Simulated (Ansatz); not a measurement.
Basis-set extrapolation for C$_{4}$H$_{5}$ClO, SMILES `C=C(C=O)CCl` (PBE0-D4/def2-TZVP geometry, frozen core, Ansatz 0.2.0). Multiplicity 1, RHF reference.

```
                      def2-TZVPP   def2-QZVPP
                 HF  -688.820171  -688.843064
    MP2 correlation    -1.060367    -1.139416
CCSD(T) correlation    -1.152269      not run
```

Energies in hartree. Use E(X) = E(∞) + A·exp(−7.88·√X) for Hartree–Fock and E(X) = E(∞) + B·X^(−2.97) for correlation, with X = 3 and 4, and add CCSD(T) minus MP2 of the smaller set to the MP2 limit.

Question: What is the CCSD(T) energy at the basis-set limit?

Answer: HF limit: -688.843064 + (-0.022893) × 0.13774 = -688.84622. MP2 limit: -1.139416 + (-0.079049) × 0.74074 = -1.19797. Higher-order term: -1.152269 − (-1.060367) = -0.09190. Total: -690.13609 hartree, 102.7 kcal/mol below CCSD(T)/def2-TZVPP.
